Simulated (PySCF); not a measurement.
Species, as SMILES: P#P (P2).
Geometry (B3LYP-D3(BJ)/def2-TZVP, fixed):
```
P
P 1 1.8895
```

Basis-set convergence of the lowest singlet excitation energy at CAM-B3LYP with PySCF. Tamm-Dancoff approximation; the state is taken by its order, and sets in which it differs in degeneracy or brightness are left out, yet its character can still change. All functions are spherical. Density fitting with generated auxiliary sets. No added dispersion term, no relativity. Reference: the value in aug-pcseg-3, 3.404 eV, itself unsure by roughly 0.004 eV (its mean distance from aug-cc-pV(Q+d)Z, aug-pcseg-2, aug-cc-pV(T+d)Z). Deviations are taken from unrounded values.

| basis | functions |
|---|---|
| STO-3G | 18 |
| 3-21G | 26 |
| 6-31G | 26 |
| 6-31G** | 36 |
| 6-31+G* | 44 |
| 6-311G** | 52 |
| 6-311+G** | 60 |
| 6-311++G(2d,2p) | 70 |
| 6-311++G(3df,3pd) | 94 |

Task: Which is the smallest Pople set listed that can be trusted to 0.1 eV here, that is, within that of the reference together with its larger relatives (same family, alike in diffuse functions; a set with none to test it counts only in the reference's own line)?

Result: The smallest set listed that lies within 0.1 eV of the reference with all its larger relatives (same family, alike in diffuse functions; a set with none counts only in the reference's own line) is 6-31G** (36 functions, 0.046 eV off). Value minus reference: STO-3G 0.510, 3-21G 0.245, 6-31G 0.190, 6-31G** 0.046, 6-31+G* 0.031, 6-311G** 0.057, 6-311+G** 0.048, 6-311++G(2d,2p) 0.028, 6-311++G(3df,3pd) 0.016 eV.
